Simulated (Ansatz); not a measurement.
Input file:

```yaml
crystal:
  periodic: [false, false, false]
  atoms:
    - {symbol: O, position_ang: [0.000000, 0.000000, 0.000000]}
    - {symbol: P, position_ang: [0.000000, 0.000000, 1.718900]}
basis:
  gaussian: {orbitals: aug-cc-pVDZ}
total_charge: 1
magnetization: {spin_polarized: false, initial_magnetization: 4}
correlation: {method: fic_mrcisd_q, electrons: all, active_space: {window: {electrons: 28, orbitals: 14}}}
accuracy: high
scf: {lower_state_search: off}
```

```sh
$ ansatz run in.yaml --threads 1 --pin off --events-out ev --progress --plain --max-ram 2393MiB
```

What does the program do with this input?

Stopped by an error. The input was made wrong on purpose (impossible active window), so the run isn't a sound calculation of what was asked.
```
these checks for a lower state are left out or cut short: stability, starts, cluster_reference, orbital_swaps, neighbouring_geometries, increment
868 factors; integrals over basis functions are off by at most 3.3e-9 eV
mean field evaluation 1: about -11292.1134 eV, gradient 2.8e1 eV
mean field evaluation 2: about -11292.1152 eV, gradient 2.8e1 eV
mean field evaluation 4: about -11295.0384 eV, gradient 2.7e0 eV
mean field evaluation 8: about -11295.0790 eV, gradient 2.0e-1 eV
mean field evaluation 16: about -11295.0812 eV, gradient 2.9e-8 eV
mean field -11295.08123440 eV, -415.0865792830 hartree, gradient 2.9e-8 eV, S^2 6.000000; 0 other end points of the search recorded, 0 dependent functions left out
reference -11295.08123440 eV, -415.0865792830 hartree; 13, 9 occupied and 37, 41 virtual orbitals, 868 factors
Error: 28 electrons in 14 orbitals form no window around the highest filled level of the reference
```
